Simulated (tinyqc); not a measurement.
Worked calculation (part 1 of 3): UHF in the sto-6g basis, for NH3+, spin multiplicity 2. Computed by tinyqc, a small Python program that keeps every step (integrals from PySCF). Settings: charge = 1, multiplicity = 2, basis = sto-6g, energy threshold = 1e-08, iteration cap = 60, orthogonalisation = symmetric, start = core, DIIS depth = 0, damping = 0.5, method = UHF. Command: `OMP_NUM_THREADS=1 python tinyqc.py 26979 26980 out.jsonl` (the two numbers bound the seeds that draw the settings). One thread of a shared host (Intel(R) Xeon(R) Processor @ 2.60GHz), about 0.2 s of CPU time with the checks. Later iterations appear only in the table of the cycle.

## One-electron integrals

Geometry (angstrom):
```
atom,x,y,z
N,0.0000,0.0000,0.2260
H,1.2630,0.0000,0.0000
H,-0.6320,1.0940,0.0000
H,-0.6320,-1.0940,0.0000
```

Basis sto-6g: exponents (1/bohr^2) and contraction coefficients of normalised primitives:
```
element,l (shell),exponent,coefficient
N,s (1),1027.8285,0.0092
N,s (1),188.4512,0.0494
N,s (1),52.7219,0.1685
N,s (1),18.1114,0.3706
N,s (1),7.0332,0.4165
N,s (1),2.8967,0.1303
N,s (2),39.1988,-0.0133
N,s (2),7.7585,-0.0470
N,s (2),2.4113,-0.0338
N,s (2),0.9277,0.2502
N,s (2),0.4029,0.5951
N,s (2),0.1847,0.2407
N,p (3),39.1988,0.0038
N,p (3),7.7585,0.0377
N,p (3),2.4113,0.1739
N,p (3),0.9277,0.4180
N,p (3),0.4029,0.4259
N,p (3),0.1847,0.1017
H,s (1),35.5232,0.0092
H,s (1),6.5131,0.0494
H,s (1),1.8221,0.1685
H,s (1),0.6260,0.3706
H,s (1),0.2431,0.4165
H,s (1),0.1001,0.1303
```

Overlap, kinetic and nuclear-attraction integrals over the contracted functions; the nuclear repulsion is the sum of Za Zb / Rab.

nuclear repulsion = 9.384727 hartree

overlap S:
```
,1N 1s,1N 2s,1N 2px,1N 2py,1N 2pz,2H 1s,3H 1s,4H 1s
1N 1s,1.0000,0.2294,0.0000,0.0000,0.0000,0.0323,0.0323,0.0323
1N 2s,0.2294,1.0000,0.0000,0.0000,0.0000,0.3430,0.3428,0.3428
1N 2px,0.0000,0.0000,1.0000,0.0000,0.0000,0.3318,-0.1659,-0.1659
1N 2py,0.0000,0.0000,0.0000,1.0000,0.0000,0.0000,0.2872,-0.2872
1N 2pz,0.0000,0.0000,0.0000,0.0000,1.0000,-0.0594,-0.0593,-0.0593
2H 1s,0.0323,0.3430,0.3318,0.0000,-0.0594,1.0000,0.0883,0.0883
3H 1s,0.0323,0.3428,-0.1659,0.2872,-0.0593,0.0883,1.0000,0.0883
4H 1s,0.0323,0.3428,-0.1659,-0.2872,-0.0593,0.0883,0.0883,1.0000
```

kinetic energy T (hartree):
```
,1N 1s,1N 2s,1N 2px,1N 2py,1N 2pz,2H 1s,3H 1s,4H 1s
1N 1s,22.2364,-0.6787,0.0000,0.0000,0.0000,-0.0077,-0.0077,-0.0077
1N 2s,-0.6787,0.6329,0.0000,0.0000,0.0000,0.0390,0.0389,0.0389
1N 2px,0.0000,0.0000,1.9013,0.0000,0.0000,0.1307,-0.0653,-0.0653
1N 2py,0.0000,0.0000,0.0000,1.9013,0.0000,0.0000,0.1130,-0.1130
1N 2pz,0.0000,0.0000,0.0000,0.0000,1.9013,-0.0234,-0.0233,-0.0233
2H 1s,-0.0077,0.0390,0.1307,0.0000,-0.0234,0.7685,-0.0121,-0.0121
3H 1s,-0.0077,0.0389,-0.0653,0.1130,-0.0233,-0.0121,0.7685,-0.0121
4H 1s,-0.0077,0.0389,-0.0653,-0.1130,-0.0233,-0.0121,-0.0121,0.7685
```

nuclear attraction V (hartree):
```
,1N 1s,1N 2s,1N 2px,1N 2py,1N 2pz,2H 1s,3H 1s,4H 1s
1N 1s,-47.9105,-4.9308,0.0000,0.0000,0.0055,-0.7878,-0.7870,-0.7870
1N 2s,-4.9308,-8.0559,0.0000,0.0000,0.0645,-2.1235,-2.1219,-2.1219
1N 2px,0.0000,0.0000,-8.0902,0.0000,0.0000,-1.8565,0.9281,0.9281
1N 2py,0.0000,0.0000,0.0000,-8.0901,0.0000,0.0000,-1.6065,1.6065
1N 2pz,0.0055,0.0645,0.0000,0.0000,-7.9866,0.3443,0.3440,0.3440
2H 1s,-0.7878,-2.1235,-1.8565,0.0000,0.3443,-4.5819,-0.4537,-0.4537
3H 1s,-0.7870,-2.1219,0.9281,-1.6065,0.3440,-0.4537,-4.5810,-0.4537
4H 1s,-0.7870,-2.1219,0.9281,1.6065,0.3440,-0.4537,-0.4537,-4.5810
```

core Hamiltonian H = T + V (hartree):
```
,1N 1s,1N 2s,1N 2px,1N 2py,1N 2pz,2H 1s,3H 1s,4H 1s
1N 1s,-25.6741,-5.6096,0.0000,0.0000,0.0055,-0.7955,-0.7947,-0.7947
1N 2s,-5.6096,-7.4230,0.0000,0.0000,0.0645,-2.0844,-2.0830,-2.0830
1N 2px,0.0000,0.0000,-6.1889,0.0000,0.0000,-1.7258,0.8628,0.8628
1N 2py,0.0000,0.0000,0.0000,-6.1888,0.0000,0.0000,-1.4935,1.4935
1N 2pz,0.0055,0.0645,0.0000,0.0000,-6.0853,0.3209,0.3206,0.3206
2H 1s,-0.7955,-2.0844,-1.7258,0.0000,0.3209,-3.8133,-0.4658,-0.4658
3H 1s,-0.7947,-2.0830,0.8628,-1.4935,0.3206,-0.4658,-3.8125,-0.4658
4H 1s,-0.7947,-2.0830,0.8628,1.4935,0.3206,-0.4658,-0.4658,-3.8125
```

## Two-electron integrals

Functions are numbered as in S; the eight-fold symmetry (ij|kl) = (ji|kl) = (kl|ij) leaves the list below.

Two-electron integrals (ij|kl) in chemists' order, unique and non-zero (hartree):
```
i,j,k,l,(ij|kl)
1,1,1,1,4.1687
2,1,1,1,0.5836
2,1,2,1,0.1041
2,2,1,1,0.9685
2,2,2,1,0.2145
2,2,2,2,0.7084
3,1,3,1,0.0221
3,2,3,1,0.0336
3,2,3,2,0.1566
3,3,1,1,0.9685
3,3,2,1,0.2145
3,3,2,2,0.7084
3,3,3,3,0.7632
4,1,4,1,0.0221
4,2,4,1,0.0336
4,2,4,2,0.1566
4,3,4,3,0.0411
4,4,1,1,0.9685
4,4,2,1,0.2145
4,4,2,2,0.7084
4,4,3,3,0.6810
4,4,4,4,0.7632
5,1,5,1,0.0221
5,2,5,1,0.0336
5,2,5,2,0.1566
5,3,5,3,0.0411
5,4,5,4,0.0411
5,5,1,1,0.9685
5,5,2,1,0.2145
5,5,2,2,0.7084
5,5,3,3,0.6810
5,5,4,4,0.6810
5,5,5,5,0.7632
6,1,1,1,0.0872
6,1,2,1,0.0149
6,1,2,2,0.0302
6,1,3,1,0.0008
6,1,3,2,0.0016
6,1,3,3,0.0303
6,1,4,4,0.0301
6,1,5,1,-1.48e-04
6,1,5,2,-2.92e-04
6,1,5,3,-4.26e-05
6,1,5,5,0.0301
6,1,6,1,0.0022
6,2,1,1,0.2358
6,2,2,1,0.0530
6,2,2,2,0.1966
6,2,3,1,0.0047
6,2,3,2,0.0360
6,2,3,3,0.2045
6,2,4,4,0.1925
6,2,5,1,-0.0008
6,2,5,2,-0.0064
6,2,5,3,-0.0021
6,2,5,5,0.1928
6,2,6,1,0.0077
6,2,6,2,0.0734
6,3,1,1,0.1951
6,3,2,1,0.0444
6,3,2,2,0.1750
6,3,3,1,0.0087
6,3,3,2,0.0605
6,3,3,3,0.1908
6,3,4,4,0.1669
6,3,5,1,-0.0006
6,3,5,2,-0.0052
6,3,5,3,-0.0030
6,3,5,5,0.1672
6,3,6,1,0.0067
6,3,6,2,0.0784
6,3,6,3,0.0912
6,4,4,1,0.0054
6,4,4,2,0.0313
6,4,4,3,0.0070
6,4,5,4,-0.0013
6,4,6,4,0.0090
6,5,1,1,-0.0349
6,5,2,1,-0.0080
6,5,2,2,-0.0313
6,5,3,1,-0.0006
6,5,3,2,-0.0052
6,5,3,3,-0.0316
6,5,4,4,-0.0299
6,5,5,1,0.0055
6,5,5,2,0.0322
6,5,5,3,0.0074
6,5,5,5,-0.0324
6,5,6,1,-0.0012
6,5,6,2,-0.0140
6,5,6,3,-0.0147
6,5,6,5,0.0116
6,6,1,1,0.4082
6,6,2,1,0.0935
6,6,2,2,0.3968
6,6,3,1,0.0095
6,6,3,2,0.1016
6,6,3,3,0.4297
6,6,4,4,0.3795
6,6,5,1,-0.0017
6,6,5,2,-0.0182
6,6,5,3,-0.0090
6,6,5,5,0.3811
6,6,6,1,0.0138
6,6,6,2,0.1974
6,6,6,3,0.2350
6,6,6,5,-0.0421
6,6,6,6,0.7750
7,1,1,1,0.0871
7,1,2,1,0.0149
7,1,2,2,0.0301
7,1,3,1,-4.13e-04
7,1,3,2,-0.0008
7,1,3,3,0.0301
7,1,4,1,0.0007
7,1,4,2,0.0014
7,1,4,3,-1.03e-04
7,1,4,4,0.0302
7,1,5,1,-1.48e-04
7,1,5,2,-2.91e-04
7,1,5,3,2.13e-05
7,1,5,4,-3.69e-05
7,1,5,5,0.0301
7,1,6,1,0.0021
7,1,6,2,0.0073
7,1,6,3,0.0060
7,1,6,4,2.24e-04
7,1,6,5,-0.0011
7,1,6,6,0.0129
7,1,7,1,0.0022
7,2,1,1,0.2356
7,2,2,1,0.0530
7,2,2,2,0.1964
7,2,3,1,-0.0023
7,2,3,2,-0.0180
7,2,3,3,0.1953
7,2,4,1,0.0041
7,2,4,2,0.0312
7,2,4,3,-0.0052
7,2,4,4,0.2013
7,2,5,1,-0.0008
7,2,5,2,-0.0064
7,2,5,3,0.0011
7,2,5,4,-0.0019
7,2,5,5,0.1927
7,2,6,1,0.0073
7,2,6,2,0.0527
7,2,6,3,0.0440
7,2,6,4,0.0061
7,2,6,5,-0.0098
7,2,6,6,0.1089
7,2,7,1,0.0077
7,2,7,2,0.0734
7,3,1,1,-0.0975
7,3,2,1,-0.0222
7,3,2,2,-0.0875
7,3,3,1,0.0062
7,3,3,2,0.0386
7,3,3,3,-0.0917
7,3,4,1,-0.0014
7,3,4,2,-0.0126
7,3,4,3,0.0082
7,3,4,4,-0.0871
7,3,5,1,2.97e-04
7,3,5,2,0.0026
7,3,5,3,-0.0017
7,3,5,4,0.0008
7,3,5,5,-0.0836
7,3,6,1,-0.0028
7,3,6,2,-0.0168
7,3,6,3,-0.0087
7,3,6,4,-0.0014
7,3,6,5,0.0031
7,3,6,6,-0.0298
7,3,7,1,-0.0034
7,3,7,2,-0.0392
7,3,7,3,0.0296
7,4,1,1,0.1688
7,4,2,1,0.0385
7,4,2,2,0.1514
7,4,3,1,-0.0014
7,4,3,2,-0.0126
7,4,3,3,0.1466
7,4,4,1,0.0079
7,4,4,2,0.0532
7,4,4,3,-0.0072
7,4,4,4,0.1630
7,4,5,1,-0.0005
7,4,5,2,-0.0045
7,4,5,3,0.0008
7,4,5,4,-0.0026
7,4,5,5,0.1447
7,4,6,1,0.0053
7,4,6,2,0.0412
7,4,6,3,0.0344
7,4,6,4,0.0104
7,4,6,5,-0.0075
7,4,6,6,0.0865
7,4,7,1,0.0058
7,4,7,2,0.0678
7,4,7,3,-0.0356
7,4,7,4,0.0706
7,5,1,1,-0.0349
7,5,2,1,-0.0079
7,5,2,2,-0.0313
7,5,3,1,2.97e-04
7,5,3,2,0.0026
7,5,3,3,-0.0303
7,5,4,1,-0.0005
7,5,4,2,-0.0045
7,5,4,3,0.0008
7,5,4,4,-0.0312
7,5,5,1,0.0055
7,5,5,2,0.0322
7,5,5,3,-0.0037
7,5,5,4,0.0064
7,5,5,5,-0.0324
7,5,6,1,-0.0011
7,5,6,2,-0.0098
7,5,6,3,-0.0080
7,5,6,4,-0.0011
7,5,6,5,0.0078
7,5,6,6,-0.0215
7,5,7,1,-0.0012
7,5,7,2,-0.0140
7,5,7,3,0.0073
7,5,7,4,-0.0127
7,5,7,5,0.0116
7,6,1,1,0.0483
7,6,2,1,0.0109
7,6,2,2,0.0431
7,6,3,1,3.92e-04
7,6,3,2,0.0034
7,6,3,3,0.0433
7,6,4,1,0.0007
7,6,4,2,0.0059
7,6,4,3,2.74e-04
7,6,4,4,0.0436
7,6,5,1,-2.81e-04
7,6,5,2,-0.0024
7,6,5,3,-3.12e-04
7,6,5,4,-0.0005
7,6,5,5,0.0423
7,6,6,1,0.0016
7,6,6,2,0.0149
7,6,6,3,0.0149
7,6,6,4,0.0016
7,6,6,5,-0.0032
7,6,6,6,0.0391
7,6,7,1,0.0016
7,6,7,2,0.0149
7,6,7,3,-0.0060
7,6,7,4,0.0137
7,6,7,5,-0.0032
7,6,7,6,0.0038
7,7,1,1,0.4080
7,7,2,1,0.0934
7,7,2,2,0.3967
7,7,3,1,-0.0048
7,7,3,2,-0.0508
7,7,3,3,0.3919
7,7,4,1,0.0082
7,7,4,2,0.0880
7,7,4,3,-0.0218
7,7,4,4,0.4171
7,7,5,1,-0.0017
7,7,5,2,-0.0182
7,7,5,3,0.0045
7,7,5,4,-0.0078
7,7,5,5,0.3810
7,7,6,1,0.0129
7,7,6,2,0.1090
7,7,6,3,0.0899
7,7,6,4,0.0175
7,7,6,5,-0.0215
7,7,6,6,0.2414
7,7,7,1,0.0137
7,7,7,2,0.1972
7,7,7,3,-0.1175
7,7,7,4,0.2034
7,7,7,5,-0.0420
7,7,7,6,0.0391
7,7,7,7,0.7750
8,1,1,1,0.0871
8,1,2,1,0.0149
8,1,2,2,0.0301
8,1,3,1,-4.13e-04
8,1,3,2,-0.0008
8,1,3,3,0.0301
8,1,4,1,-0.0007
8,1,4,2,-0.0014
8,1,4,3,1.03e-04
8,1,4,4,0.0302
8,1,5,1,-1.48e-04
8,1,5,2,-2.91e-04
8,1,5,3,2.13e-05
8,1,5,4,3.69e-05
8,1,5,5,0.0301
8,1,6,1,0.0021
8,1,6,2,0.0073
8,1,6,3,0.0060
8,1,6,4,-2.24e-04
8,1,6,5,-0.0011
8,1,6,6,0.0129
8,1,7,1,0.0021
8,1,7,2,0.0073
8,1,7,3,-0.0032
8,1,7,4,0.0051
8,1,7,5,-0.0011
8,1,7,6,0.0015
8,1,7,7,0.0129
8,1,8,1,0.0022
8,2,1,1,0.2356
8,2,2,1,0.0530
8,2,2,2,0.1964
8,2,3,1,-0.0023
8,2,3,2,-0.0180
8,2,3,3,0.1953
8,2,4,1,-0.0041
8,2,4,2,-0.0312
8,2,4,3,0.0052
8,2,4,4,0.2013
8,2,5,1,-0.0008
8,2,5,2,-0.0064
8,2,5,3,0.0011
8,2,5,4,0.0019
8,2,5,5,0.1927
8,2,6,1,0.0073
8,2,6,2,0.0527
8,2,6,3,0.0440
8,2,6,4,-0.0061
8,2,6,5,-0.0098
8,2,6,6,0.1089
8,2,7,1,0.0073
8,2,7,2,0.0526
8,2,7,3,-0.0273
8,2,7,4,0.0351
8,2,7,5,-0.0098
8,2,7,6,0.0112
8,2,7,7,0.1089
8,2,8,1,0.0077
8,2,8,2,0.0734
8,3,1,1,-0.0975
8,3,2,1,-0.0222
8,3,2,2,-0.0875
8,3,3,1,0.0062
8,3,3,2,0.0386
8,3,3,3,-0.0917
8,3,4,1,0.0014
8,3,4,2,0.0126
8,3,4,3,-0.0082
8,3,4,4,-0.0871
8,3,5,1,2.97e-04
8,3,5,2,0.0026
8,3,5,3,-0.0017
8,3,5,4,-0.0008
8,3,5,5,-0.0836
8,3,6,1,-0.0028
8,3,6,2,-0.0168
8,3,6,3,-0.0087
8,3,6,4,0.0014
8,3,6,5,0.0031
8,3,6,6,-0.0298
8,3,7,1,-0.0032
8,3,7,2,-0.0273
8,3,7,3,0.0199
8,3,7,4,-0.0179
8,3,7,5,0.0050
8,3,7,6,-0.0045
8,3,7,7,-0.0601
8,3,8,1,-0.0034
8,3,8,2,-0.0392
8,3,8,3,0.0296
8,4,1,1,-0.1688
8,4,2,1,-0.0385
8,4,2,2,-0.1514
8,4,3,1,0.0014
8,4,3,2,0.0126
8,4,3,3,-0.1466
8,4,4,1,0.0079
8,4,4,2,0.0532
8,4,4,3,-0.0072
8,4,4,4,-0.1630
8,4,5,1,0.0005
8,4,5,2,0.0045
8,4,5,3,-0.0008
8,4,5,4,-0.0026
8,4,5,5,-0.1447
8,4,6,1,-0.0053
8,4,6,2,-0.0412
8,4,6,3,-0.0344
8,4,6,4,0.0104
8,4,6,5,0.0075
8,4,6,6,-0.0865
8,4,7,1,-0.0051
8,4,7,2,-0.0351
8,4,7,3,0.0179
8,4,7,4,-0.0182
8,4,7,5,0.0064
8,4,7,6,-0.0078
8,4,7,7,-0.0691
8,4,8,1,-0.0058
8,4,8,2,-0.0678
8,4,8,3,0.0356
8,4,8,4,0.0706
8,5,1,1,-0.0349
8,5,2,1,-0.0079
8,5,2,2,-0.0313
8,5,3,1,2.97e-04
8,5,3,2,0.0026
8,5,3,3,-0.0303
8,5,4,1,0.0005
8,5,4,2,0.0045
8,5,4,3,-0.0008
8,5,4,4,-0.0312
8,5,5,1,0.0055
8,5,5,2,0.0322
8,5,5,3,-0.0037
8,5,5,4,-0.0064
8,5,5,5,-0.0324
8,5,6,1,-0.0011
8,5,6,2,-0.0098
8,5,6,3,-0.0080
8,5,6,4,0.0011
8,5,6,5,0.0078
8,5,6,6,-0.0215
8,5,7,1,-0.0011
8,5,7,2,-0.0098
8,5,7,3,0.0050
8,5,7,4,-0.0064
8,5,7,5,0.0078
8,5,7,6,-0.0023
8,5,7,7,-0.0215
8,5,8,1,-0.0012
8,5,8,2,-0.0140
8,5,8,3,0.0073
8,5,8,4,0.0127
8,5,8,5,0.0116
8,6,1,1,0.0483
8,6,2,1,0.0109
8,6,2,2,0.0431
8,6,3,1,3.92e-04
8,6,3,2,0.0034
8,6,3,3,0.0433
8,6,4,1,-0.0007
8,6,4,2,-0.0059
8,6,4,3,-2.74e-04
8,6,4,4,0.0436
8,6,5,1,-2.81e-04
8,6,5,2,-0.0024
8,6,5,3,-3.12e-04
8,6,5,4,0.0005
8,6,5,5,0.0423
8,6,6,1,0.0016
8,6,6,2,0.0149
8,6,6,3,0.0149
8,6,6,4,-0.0016
8,6,6,5,-0.0032
8,6,6,6,0.0391
8,6,7,1,0.0015
8,6,7,2,0.0112
8,6,7,3,-0.0045
8,6,7,4,0.0078
8,6,7,5,-0.0023
8,6,7,6,0.0030
8,6,7,7,0.0237
8,6,8,1,0.0016
8,6,8,2,0.0149
8,6,8,3,-0.0060
8,6,8,4,-0.0137
8,6,8,5,-0.0032
8,6,8,6,0.0038
8,7,1,1,0.0483
8,7,2,1,0.0109
8,7,2,2,0.0431
8,7,3,1,-0.0008
8,7,3,2,-0.0068
8,7,3,3,0.0438
8,7,4,4,0.0432
8,7,5,1,-2.81e-04
8,7,5,2,-0.0024
8,7,5,3,0.0006
8,7,5,5,0.0423
8,7,6,1,0.0015
8,7,6,2,0.0112
8,7,6,3,0.0090
8,7,6,5,-0.0023
8,7,6,6,0.0237
8,7,7,1,0.0016
8,7,7,2,0.0149
8,7,7,3,-0.0088
8,7,7,4,0.0121
8,7,7,5,-0.0032
8,7,7,6,0.0030
8,7,7,7,0.0391
8,7,8,1,0.0016
8,7,8,2,0.0149
8,7,8,3,-0.0088
8,7,8,4,-0.0121
8,7,8,5,-0.0032
8,7,8,6,0.0030
8,7,8,7,0.0038
8,8,1,1,0.4080
8,8,2,1,0.0934
8,8,2,2,0.3967
8,8,3,1,-0.0048
8,8,3,2,-0.0508
8,8,3,3,0.3919
8,8,4,1,-0.0082
8,8,4,2,-0.0880
8,8,4,3,0.0218
8,8,4,4,0.4171
8,8,5,1,-0.0017
8,8,5,2,-0.0182
8,8,5,3,0.0045
8,8,5,4,0.0078
8,8,5,5,0.3810
8,8,6,1,0.0129
8,8,6,2,0.1090
8,8,6,3,0.0899
8,8,6,4,-0.0175
8,8,6,5,-0.0215
8,8,6,6,0.2414
8,8,7,1,0.0129
8,8,7,2,0.1089
8,8,7,3,-0.0601
8,8,7,4,0.0691
8,8,7,5,-0.0215
8,8,7,6,0.0237
8,8,7,7,0.2414
8,8,8,1,0.0137
8,8,8,2,0.1972
8,8,8,3,-0.1175
8,8,8,4,-0.2034
8,8,8,5,-0.0420
8,8,8,6,0.0391
8,8,8,7,0.0391
8,8,8,8,0.7750
```

## Orthogonalisation

S = U s U^T; symmetric (Loewdin) form X = U s^(-1/2) U^T, so that X^T S X = 1.

eigenvalues of S: 0.4447  0.5471  0.5473  0.9552  1.0299  1.3643  1.3646  1.7469

X:
```
,1N 1s,1N 2s,1N 2px,1N 2py,1N 2pz,2H 1s,3H 1s,4H 1s
1N 1s,1.0225,-0.1349,0.0000,0.0000,0.0027,0.0165,0.0165,0.0165
1N 2s,-0.1349,1.1786,0.0000,0.0000,-0.0268,-0.1949,-0.1947,-0.1947
1N 2px,0.0000,0.0000,1.0772,0.0000,0.0000,-0.2013,0.1006,0.1006
1N 2py,0.0000,0.0000,0.0000,1.0771,0.0000,0.0000,-0.1742,0.1742
1N 2pz,0.0027,-0.0268,0.0000,0.0000,1.0045,0.0331,0.0331,0.0331
2H 1s,0.0165,-0.1949,-0.2013,0.0000,0.0331,1.1070,-0.0239,-0.0239
3H 1s,0.0165,-0.1947,0.1006,-0.1742,0.0331,-0.0239,1.1068,-0.0239
4H 1s,0.0165,-0.1947,0.1006,0.1742,0.0331,-0.0239,-0.0239,1.1068
```

## Starting guess

The start is the orbitals of the core Hamiltonian; D(s) = C_occ C_occ^T for each spin.

D(alpha) at the start:
```
,1N 1s,1N 2s,1N 2px,1N 2py,1N 2pz,2H 1s,3H 1s,4H 1s
1N 1s,1.0623,-0.2842,0.0000,0.0000,0.0075,0.0313,0.0313,0.0313
1N 2s,-0.2842,1.2885,0.0001,0.0000,-0.0438,-0.1340,-0.1339,-0.1339
1N 2px,0.0000,0.0001,1.1342,0.0000,0.0000,-0.1697,0.0848,0.0848
1N 2py,0.0000,0.0000,0.0000,1.1340,0.0000,0.0000,-0.1468,0.1468
1N 2pz,0.0075,-0.0438,0.0000,0.0000,1.0080,0.0287,0.0287,0.0287
2H 1s,0.0313,-0.1340,-0.1697,0.0000,0.0287,0.0399,0.0018,0.0018
3H 1s,0.0313,-0.1339,0.0848,-0.1468,0.0287,0.0018,0.0398,0.0018
4H 1s,0.0313,-0.1339,0.0848,0.1468,0.0287,0.0018,0.0018,0.0398
```

D(beta) at the start:
```
,1N 1s,1N 2s,1N 2px,1N 2py,1N 2pz,2H 1s,3H 1s,4H 1s
1N 1s,1.0612,-0.2793,0.0000,0.0000,0.0399,0.0316,0.0316,0.0316
1N 2s,-0.2793,1.2661,0.0001,0.0000,-0.1920,-0.1352,-0.1351,-0.1351
1N 2px,0.0000,0.0001,1.1342,0.0000,-0.0001,-0.1697,0.0848,0.0848
1N 2py,0.0000,0.0000,0.0000,1.1340,0.0000,0.0000,-0.1468,0.1468
1N 2pz,0.0399,-0.1920,-0.0001,0.0000,0.0291,0.0205,0.0205,0.0205
2H 1s,0.0316,-0.1352,-0.1697,0.0000,0.0205,0.0398,0.0018,0.0018
3H 1s,0.0316,-0.1351,0.0848,-0.1468,0.0205,0.0018,0.0398,0.0018
4H 1s,0.0316,-0.1351,0.0848,0.1468,0.0205,0.0018,0.0018,0.0398
```

## Iteration 1: building the Fock matrix

J_ij = sum D_kl (ij|kl) with D = D(alpha) + D(beta), K_ij = sum D_kl (ik|jl) for each spin; F = H + J - K(s); E = tr D H + tr D J / 2 - 0.5 sum_s tr D(s) K(s) + E_nn.

Coulomb J (hartree):
```
,1N 1s,1N 2s,1N 2px,1N 2py,1N 2pz,2H 1s,3H 1s,4H 1s
1N 1s,15.4105,2.7150,0.0000,0.0000,-0.0100,0.3926,0.3923,0.3923
1N 2s,2.7150,6.9975,0.0000,0.0000,-0.0446,1.8701,1.8687,1.8687
1N 2px,0.0000,0.0000,7.0224,0.0000,0.0000,1.6332,-0.8165,-0.8165
1N 2py,0.0000,0.0000,0.0000,7.0224,0.0000,0.0000,1.4133,-1.4133
1N 2pz,-0.0100,-0.0446,0.0000,0.0000,6.9477,-0.2986,-0.2983,-0.2983
2H 1s,0.3926,1.8701,1.6332,0.0000,-0.2986,3.6068,0.4021,0.4021
3H 1s,0.3923,1.8687,-0.8165,1.4133,-0.2983,0.4021,3.6058,0.4021
4H 1s,0.3923,1.8687,-0.8165,-1.4133,-0.2983,0.4021,0.4021,3.6058
```

exchange K(alpha) (hartree):
```
,1N 1s,1N 2s,1N 2px,1N 2py,1N 2pz,2H 1s,3H 1s,4H 1s
1N 1s,4.3071,0.6895,0.0000,0.0000,-0.0002,0.1077,0.1076,0.1076
1N 2s,0.6895,1.2381,0.0000,0.0000,-0.0004,0.2814,0.2812,0.2812
1N 2px,0.0000,0.0000,1.0292,0.0000,0.0000,0.1836,-0.0918,-0.0918
1N 2py,0.0000,0.0000,0.0000,1.0293,0.0000,0.0000,0.1589,-0.1589
1N 2pz,-0.0002,-0.0004,0.0000,0.0000,1.0323,-0.0327,-0.0327,-0.0327
2H 1s,0.1077,0.2814,0.1836,0.0000,-0.0327,0.1125,0.0503,0.0503
3H 1s,0.1076,0.2812,-0.0918,0.1589,-0.0327,0.0503,0.1124,0.0503
4H 1s,0.1076,0.2812,-0.0918,-0.1589,-0.0327,0.0503,0.0503,0.1124
```

exchange K(beta) (hartree):
```
,1N 1s,1N 2s,1N 2px,1N 2py,1N 2pz,2H 1s,3H 1s,4H 1s
1N 1s,4.2844,0.6563,0.0000,0.0000,-0.0058,0.1024,0.1023,0.1023
1N 2s,0.6563,1.0698,0.0000,0.0000,-0.1259,0.2508,0.2506,0.2506
1N 2px,0.0000,0.0000,0.9855,0.0000,0.0000,0.1766,-0.0883,-0.0883
1N 2py,0.0000,0.0000,0.0000,0.9855,0.0000,0.0000,0.1528,-0.1528
1N 2pz,-0.0058,-0.1259,0.0000,0.0000,0.2833,-0.0370,-0.0369,-0.0369
2H 1s,0.1024,0.2508,0.1766,0.0000,-0.0370,0.1038,0.0444,0.0444
3H 1s,0.1023,0.2506,-0.0883,0.1528,-0.0369,0.0444,0.1036,0.0444
4H 1s,0.1023,0.2506,-0.0883,-0.1528,-0.0369,0.0444,0.0444,0.1036
```

F(alpha) (hartree):
```
,1N 1s,1N 2s,1N 2px,1N 2py,1N 2pz,2H 1s,3H 1s,4H 1s
1N 1s,-14.5706,-3.5841,0.0000,0.0000,-0.0043,-0.5106,-0.5101,-0.5101
1N 2s,-3.5841,-1.6636,0.0000,0.0000,0.0203,-0.4957,-0.4954,-0.4954
1N 2px,0.0000,0.0000,-0.1958,0.0000,0.0000,-0.2762,0.1381,0.1381
1N 2py,0.0000,0.0000,0.0000,-0.1956,0.0000,0.0000,-0.2391,0.2391
1N 2pz,-0.0043,0.0203,0.0000,0.0000,-0.1699,0.0550,0.0550,0.0550
2H 1s,-0.5106,-0.4957,-0.2762,0.0000,0.0550,-0.3190,-0.1140,-0.1140
3H 1s,-0.5101,-0.4954,0.1381,-0.2391,0.0550,-0.1140,-0.3190,-0.1140
4H 1s,-0.5101,-0.4954,0.1381,0.2391,0.0550,-0.1140,-0.1140,-0.3190
```

F(beta) (hartree):
```
,1N 1s,1N 2s,1N 2px,1N 2py,1N 2pz,2H 1s,3H 1s,4H 1s
1N 1s,-14.5480,-3.5509,0.0000,0.0000,0.0013,-0.5053,-0.5048,-0.5048
1N 2s,-3.5509,-1.4954,0.0000,0.0000,0.1458,-0.4651,-0.4648,-0.4648
1N 2px,0.0000,0.0000,-0.1521,0.0000,0.0000,-0.2692,0.1346,0.1346
1N 2py,0.0000,0.0000,0.0000,-0.1519,0.0000,0.0000,-0.2330,0.2330
1N 2pz,0.0013,0.1458,0.0000,0.0000,0.5791,0.0593,0.0592,0.0592
2H 1s,-0.5053,-0.4651,-0.2692,0.0000,0.0593,-0.3103,-0.1082,-0.1082
3H 1s,-0.5048,-0.4648,0.1346,-0.2330,0.0592,-0.1082,-0.3103,-0.1081
4H 1s,-0.5048,-0.4648,0.1346,0.2330,0.0592,-0.1082,-0.1081,-0.3103
```

total energy of this density = -53.958273 hartree

This density is the starting one.
